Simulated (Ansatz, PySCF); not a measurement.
C₃H₄. Atoms are numbered in the order given.

```xyz
7

C      0.0000     0.0000    -1.3001
C      0.0000     0.0000     0.0000
C      0.0000     0.0000     1.3001
H      0.6550     0.6550    -1.8632
H     -0.6550    -0.6550    -1.8632
H      0.6550    -0.6550     1.8632
H     -0.6550     0.6550     1.8632
```

Geometry: B3LYP-D3(BJ)/def2-TZVP.

Vertical ionisation energy (IE) and electron affinity (EA) in eV. Rows of orbital energies are one-electron estimates. Where ΔSCF, EOM or ADC give a negative EA the extra electron is unbound and the value depends on the basis.

| level | IE | EA |
|---|---|---|
| −ε(HOMO), −ε(LUMO), PBE0/def2-TZVPD (PySCF) | 7.74 | -0.25 |
| −ε(HOMO), −ε(LUMO), PBE/def2-TZVPD (PySCF) | 6.56 | 0.76 |
| ADC(2)/aug-cc-pVDZ (PySCF) | 9.70 | -0.76 |
| ΔSCF, CAM-B3LYP/def2-TZVPD (Ansatz), final states of multiplicity 2 and 2 | 10.11 | -1.45 |
| ΔSCF, PBE/def2-TZVPD (Ansatz), final states of multiplicity 2 and 2 | 10.03 | -1.24 |

Problem. What vertical singlet–triplet gap does ΔSCF give with CAM-B3LYP/def2-TZVPD (Ansatz, a first-principles code) and with PBE/def2-TZVPD (Ansatz)? (An estimate is asked for; the answer gives what the named calculation found.)

Solution. 4.75 and 4.78 eV (triplet above singlet where positive).

Problem. Give the lowest 1s main lines (those of the lightest heavy element) from CVS-ADC(2)-x/aug-cc-pVDZ (PySCF, non-relativistic), with pole strengths. (Estimate from the structure and the level; the computed values follow.)

Solution. 291.9 eV (1.49), 291.9 eV (1.49), 292.3 eV (1.44).

Problem. Beyond the first one, list the lowest photoelectron lines from ADC(2)/aug-cc-pVDZ run with PySCF 2.14.0 with their pole strengths (two spins summed). (The exact figures need the calculation; the answer reports its results.)

Solution. 14.78 eV (1.73), 14.78 eV (1.73), 14.94 eV (1.74), 17.15 eV (1.72).
